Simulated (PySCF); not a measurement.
## Single point on BC

State: ⁴Σ⁻ (quartet), unpaired electrons σ ↑, π ↑↑.

An equivalent input (the run itself took its basis sets from the Basis Set Exchange, started from a PBE0 density and held the occupation σ 5α 4β, πx 1α 0β, πy 1α 0β):

```python
from pyscf import gto, scf, cc
mol = gto.M(atom='B 0 0 0; C 0 0 1.483', basis={'B': 'aug-pcseg-1', 'C': 'aug-pcseg-1'},
            charge=0, spin=3, verbose=4, symmetry='C2v')
mf = scf.UHF(mol)
mf.irrep_nelec = {'A1': (5, 4), 'B1': (1, 0), 'B2': (1, 0)}
mf.conv_tol = 1e-9
mf.max_cycle = 60
mf.diis_space = 10
mf.kernel()
mycc = cc.CCSD(mf, frozen=[[0, 1], [0, 1]])
mycc.run(conv_tol=1e-7, conv_tol_normt=1e-5, max_cycle=80, diis_space=8)
et = mycc.ccsd_t()
```

The SCF ended at -62.30258884 hartree. The coupled-cluster part of the log:

```
******** <class 'pyscf.cc.uccsd.UCCSD'> ********
CC2 = 0
CCSD nocc = (5, 2), nmo = (44, 44)
frozen orbitals [[0, 1], [0, 1]]
max_cycle = 80
direct = 0
conv_tol = 1e-07
conv_tol_normt = 1e-05
diis_space = 8
diis_start_cycle = 0
diis_start_energy_diff = 1e+09
Init t2, MP2 energy = -0.132044293654766
Init E_corr(UCCSD) = -0.132044293654802
cycle = 1  E_corr(UCCSD) = -0.147856387654603  dE = -0.015812094  norm(t1,t2) = 0.0781141
cycle = 2  E_corr(UCCSD) = -0.153724230797334  dE = -0.00586784314  norm(t1,t2) = 0.0399776
cycle = 3  E_corr(UCCSD) = -0.15689325095591  dE = -0.00316902016  norm(t1,t2) = 0.0337674
cycle = 4  E_corr(UCCSD) = -0.160373501492168  dE = -0.00348025054  norm(t1,t2) = 0.0232486
cycle = 5  E_corr(UCCSD) = -0.161345066283754  dE = -0.000971564792  norm(t1,t2) = 0.0162978
cycle = 6  E_corr(UCCSD) = -0.162037529992886  dE = -0.000692463709  norm(t1,t2) = 0.00488956
cycle = 7  E_corr(UCCSD) = -0.16200817705015  dE = 2.93529427e-05  norm(t1,t2) = 0.00119625
cycle = 8  E_corr(UCCSD) = -0.162006976461864  dE = 1.20058829e-06  norm(t1,t2) = 0.000529426
cycle = 9  E_corr(UCCSD) = -0.162021709258786  dE = -1.47327969e-05  norm(t1,t2) = 0.000189711
cycle = 10  E_corr(UCCSD) = -0.162018508720381  dE = 3.20053841e-06  norm(t1,t2) = 6.52759e-05
cycle = 11  E_corr(UCCSD) = -0.16202001487381  dE = -1.50615343e-06  norm(t1,t2) = 2.52407e-05
cycle = 12  E_corr(UCCSD) = -0.16201986329723  dE = 1.5157658e-07  norm(t1,t2) = 1.00814e-05
cycle = 13  E_corr(UCCSD) = -0.16201995067205  dE = -8.73748195e-08  norm(t1,t2) = 3.48881e-06
UCCSD converged
E(UCCSD) = -62.46460879216253  E_corr = -0.1620199506720497
UCCSD(T) correction = -0.00930100808775151
```

T1 diagnostic 0.073, D1 0.268, 7 electrons correlated.

A point of this curve took 3.5 CPU seconds beside 0.049 for the integrals (shared host).

Correlated steps freeze 2 core orbitals. The CCSD T1 diagnostic is raised, a sign that a single reference may not be enough here. The state is the lowest determinant that a PBE0 search found; another state may lie lower at other levels.
